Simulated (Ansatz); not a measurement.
We consider wurtzite MgTe, described by PBEsol (Ansatz, a quantum-chemistry and plane-wave program, PAW).

Settings: plane-wave cutoff 520 eV, 12×12×6 k mesh (along the axes of the cell as run), Fermi–Dirac smearing 0.01 eV, scalar-relativistic PAW data made under PBE.

Equation-of-state points:

```
V (Å³/atom)  E − E_lowest (meV/atom)
-----------  -----------------------
32.046                          6.45
32.714                          1.55
33.382                          0.00
34.049                          1.46
34.717                          5.65
```

Q: Fit the third-order Birch–Murnaghan equation and give B0 and B′.

A: V0 = 33.380 Å³/atom, B0 = 36.1 GPa, B′ = 4.2 (fit to the energies at full precision).

Shape and atoms are relaxed at each volume.

Spin–orbit coupling is not included.

It cost very roughly 7 core-minutes of CPU time.
